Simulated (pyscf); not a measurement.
Optimised with ωB97X-D3(BJ)/def2-SVP in PySCF.

**Question.** Estimate by transition-state theory the rate constant of `[OH]` [doublet] + `[FH]` → `[OH2]` + `[F]` [doublet] (doublet surface; F–H broken, H–O formed) at 900 K, with ωB97M-D3(BJ)/def2-TZVP energies (ideal gas, 1 atm, RRHO with modes under 100 cm⁻¹ raised to 100, one conformer, R ln 2 for rigid chiral ones; no tunnelling).

**Answer.** The electronic barrier is 17.5 kcal/mol and the thermal terms add +23.0, so ΔG‡ = 40.5 kcal/mol. With k_BT/h = 1.88e+13 s⁻¹ and RT = 1.788 kcal/mol, and a volume of 1.23e-19 cm³ per molecule at 1 atm, k = 3.4e-16 cm³ molecule⁻¹ s⁻¹. Wigner's tunnelling factor for 1707i cm⁻¹ would be 1.31. A shift of 1 kcal/mol in the barrier changes k by a factor 1.7. On the reactant side the descent ends in a complex, 6.4 kcal/mol under the separated species and 23.5 kcal/mol under the saddle at ωB97X-D3(BJ)/def2-TZVP. One saddle was located; it need not be the lowest between these sides. The angle at the transferred H is 173°. Left out: orbital degeneracy and the spin-orbit lowering of OH.
